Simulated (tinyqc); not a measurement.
CCSD on RHF in the sto-3g basis, frozen core, for H2F+, spin multiplicity 1, step by step. One step of it, computed by the program tinyqc.

Task: CCSD: starting amplitudes. t_ij^ab = <ij||ab> / (e_i + e_j - e_a - e_b), whose energy is MP2.

orbital energies (hartree): MO1 -26.615074, MO2 -2.059324, MO3 -1.218553, MO4 -1.066932, MO5 -1.041349, MO6 -0.010168, MO7 0.189721

Two-electron integrals over orbitals (pq|rs), unique and non-zero (hartree); the lowest 1 orbital is frozen and left out:
```
p,q,r,s,(pq|rs)
2,2,2,2,0.856465
3,2,3,2,0.159887
3,3,2,2,0.757262
3,3,3,3,0.737870
4,2,2,2,0.007498
4,2,3,3,-0.003627
4,2,4,2,0.162440
4,3,3,2,0.006147
4,3,4,3,0.046368
4,4,2,2,0.827084
4,4,3,3,0.721032
4,4,4,2,-0.088648
4,4,4,4,0.922438
5,2,5,2,0.180930
5,3,5,3,0.038138
5,4,5,2,-0.032620
5,4,5,4,0.055466
5,5,2,2,0.878909
5,5,3,3,0.746495
5,5,4,2,-0.045329
5,5,4,4,0.849772
5,5,5,5,0.997514
6,2,2,2,-0.147210
6,2,3,3,-0.089712
6,2,4,2,-0.037031
6,2,4,4,-0.116219
6,2,5,5,-0.156535
6,2,6,2,0.076879
6,3,3,2,0.030872
6,3,4,3,0.016916
6,3,6,3,0.071712
6,4,2,2,-0.123218
6,4,3,3,-0.071796
6,4,4,2,-0.005140
6,4,4,4,-0.131421
6,4,5,5,-0.125596
6,4,6,2,0.059213
6,4,6,4,0.059886
6,5,5,2,-0.056713
6,5,5,4,-0.005068
6,5,6,5,0.027473
6,6,2,2,0.570574
6,6,3,3,0.556917
6,6,4,2,0.066495
6,6,4,4,0.533933
6,6,5,5,0.546475
6,6,6,2,-0.049081
6,6,6,4,-0.026654
6,6,6,6,0.541936
7,2,3,2,0.063387
7,2,4,3,-0.022202
7,2,6,3,-0.028348
7,2,7,2,0.056554
7,3,2,2,0.204984
7,3,3,3,0.161004
7,3,4,2,-0.053639
7,3,4,4,0.209641
7,3,5,5,0.230020
7,3,6,2,-0.075818
7,3,6,4,-0.072516
7,3,6,6,0.019464
7,3,7,3,0.159454
7,4,3,2,-0.054053
7,4,4,3,0.013016
7,4,6,3,-0.038204
7,4,7,2,-0.011971
7,4,7,4,0.045084
7,5,5,3,0.025724
7,5,7,5,0.020587
7,6,3,2,-0.101823
7,6,4,3,-0.041529
7,6,6,3,-0.086996
7,6,7,2,0.004891
7,6,7,4,0.055015
7,6,7,6,0.162146
7,7,2,2,0.625147
7,7,3,3,0.625863
7,7,4,2,0.004689
7,7,4,4,0.606510
7,7,5,5,0.614739
7,7,6,2,-0.049810
7,7,6,4,-0.030638
7,7,6,6,0.539591
7,7,7,3,0.079824
7,7,7,7,0.586776
```

Give: Starting amplitudes; correlation energy.

Result:

Starting amplitudes (spin orbitals 1a, 1b, ...; amplitudes related by a flip of all spins are not repeated):
```
from,to,t
3a 3b,7a 7b,-0.057
3a 3b,6a 6b,-0.030
3a 4b,6b 7a,-0.029
4a 4b,6a 6b,-0.028
2a 3b,6a 7b,0.022
2a 4b,6a 6b,-0.019
2a 2b,6a 6b,-0.019
4a 4b,7a 7b,-0.018
3a 4b,6a 7b,0.015
3a 4a,6a 7a,-0.014
2a 3a,6a 7a,0.014
5a 5b,6a 6b,-0.013
2a 2b,7a 7b,-0.013
5a 5b,7a 7b,-0.008
2a 3b,6b 7a,-0.008
2a 4b,7a 7b,3.41e-03
```

correlation energy = -0.03019 hartree
